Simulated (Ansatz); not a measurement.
`OCCCS` from Hartree–Fock to CCSD(T)

```xyz
13

O    -0.860    1.614   -1.706
C    -0.583    0.324   -1.209
C     0.118    0.348    0.138
C     0.329   -1.045    0.697
S     1.261   -1.092    2.248
H    -0.028    2.082   -1.813
H    -1.553   -0.173   -1.120
H     0.011   -0.259   -1.929
H     1.089    0.848    0.043
H    -0.479    0.946    0.834
H    -0.623   -1.564    0.832
H     0.925   -1.652    0.008
H     0.390   -0.377    2.978
```

Total charge 0; spin multiplicity 1. All single points use the PBE0-D4/def2-TZVP geometry. It is one conformer, not always the lowest. Frozen core, restricted reference, the Gaussian-basis code of Ansatz. CBS rows extrapolate triple and quadruple zeta; past MP2 they add the triple-zeta difference.

| basis | HF (Eh) | MP2 corr. |
| --- | --- | --- |
| def2-TZVPP | -590.73676 | -0.94293 |
| def2-QZVPP | -590.75745 | -1.01147 |

Q: Estimate the CCSD correlation energy and the (T) correction in each basis where they were run (hartree).

A: 
| basis | CCSD corr. | (T) |
| --- | --- | --- |
| def2-TZVPP | -0.99472 | -0.03966 |
| CBS(def2) | -1.11403 | as TZ |
